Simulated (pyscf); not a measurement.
`[F][Si]([F])([F])[F]`, singlet

Gas-phase minimum from PySCF at ωB97X-D3(BJ)/def2-SVP, one conformer. 

```xyz
5

F      0.6627     1.8630    -0.4810
Si     0.2679     0.3242    -0.4031
F      0.7012    -0.2638     1.0097
F     -1.3051     0.1706    -0.5817
F      1.0136    -0.4725    -1.5600
```

Bonded distances (Å): F1–Si2 1.590, Si2–F3 1.591, Si2–F4 1.591, Si2–F5 1.590. Bond angles (°): F1–Si2–F3 109.5, F1–Si2–F4 109.5, F1–Si2–F5 109.4, F3–Si2–F4 109.5, F3–Si2–F5 109.5, F4–Si2–F5 109.5.

Properties at ωB97X-D3(BJ)/def2-SVP:

```
Quantity                                                                                                                                                             Value
---------------------------------------------------------------------------------------------------------------------  ---------------------------------------------------
Harmonic wavenumbers, unscaled                                                                                         249, 250, 372, 372, 372, 787, 1036, 1036, 1037 cm⁻¹
Zero-point energy                                                                                                                                             7.9 kcal/mol
Rotational symmetry number                                                                                                                                              12
Entropy of this conformer at 298 K and 1 atm, rigid rotor and harmonic oscillator, modes under 100 cm⁻¹ raised to 100                                      284.9 J/(mol K)
Dipole moment                                                                                                                                                       0.00 D
```

Single-point totals, which compare only within one level (frozen core for MP2 and CC):

| level | total energy (hartree) |
|---|---|
| ωB97X-D3(BJ)/def2-TZVP | -689.37012 |
| PBE/def2-TZVP | -688.80926 |
| r²SCAN/def2-TZVP | -689.15530 |
| B3LYP-D3(BJ)/def2-TZVP | -689.36019 |
| PBE0-D3(BJ)/def2-TZVP | -688.83616 |
| M06-2X/def2-TZVP | -689.19442 |
| ωB97M-D3(BJ)/def2-TZVP | -689.44774 |
| HF/def2-TZVPP | -687.17361 |
| MP2/def2-TZVPP | -688.28040 |
| CCSD/def2-TZVPP | -688.27985 |
| CCSD(T)/def2-TZVPP | -688.31088 |

The CCSD(T) − MP2 part came from Ansatz, without density fitting, on the same reference.
